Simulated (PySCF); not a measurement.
Geometries of 3 isomers of C2H2N2O, from PBE0-D3(BJ)/def2-SVP geometry optimisation, gas phase in PySCF 2.14.0. One conformer each, no zero-point energy, no frequencies.

Question: Which is lowest in electronic energy at this level?
A.
```xyz
7
angstrom
C     -0.885   -0.331    0.413
N      0.067    0.564    0.814
C      0.916    0.486   -0.157
O      0.563   -0.373   -1.104
N     -0.635   -0.916   -0.724
H     -1.789   -0.554    0.980
H      1.855    1.022   -0.290
```
B.
```xyz
7
angstrom
C     -0.903    0.218    0.454
N     -0.282   -0.740    1.049
N      0.884   -0.936    0.345
C      0.871   -0.081   -0.617
O     -0.233    0.688   -0.613
H     -1.862    0.667    0.706
H      1.615    0.081   -1.393
```
C.
```xyz
7
angstrom
N      0.286   -2.409   -0.564
C      0.362   -1.281   -0.318
C      0.527    0.160   -0.010
N     -0.644    0.786    0.233
O      1.620    0.669    0.008
H     -0.620    1.774    0.451
H     -1.531    0.301    0.201
```

Answer: C. That is `N#CC(N)=O` (cyanoformamide), 17.5 kcal/mol below the next.

| SMILES | atoms numbered as above | E (Eh) | relative (kcal/mol) | relative (kJ/mol) | dipole (D) |
| --- | --- | --- | --- | --- | --- |
| N#CC(N)=O | [N:1]#[C:2][C:3]([NH2:4])=[O:5] | -261.64216 | 0.0 | 0.0 | 4.64 |
| c1nnco1 | [cH:1]1[n:2][n:3][cH:4][o:5]1 | -261.61434 | 17.5 | 73.0 | 3.20 |
| c1ncon1 | [cH:1]1[n:2][cH:3][o:4][n:5]1 | -261.60509 | 23.3 | 97.3 | 1.16 |

As drawn, the lowest has a C=O bond, a C≡N group and an N–H bond, which the highest lacks; the highest has an aromatic ring and an N–O linkage, which the lowest lacks.
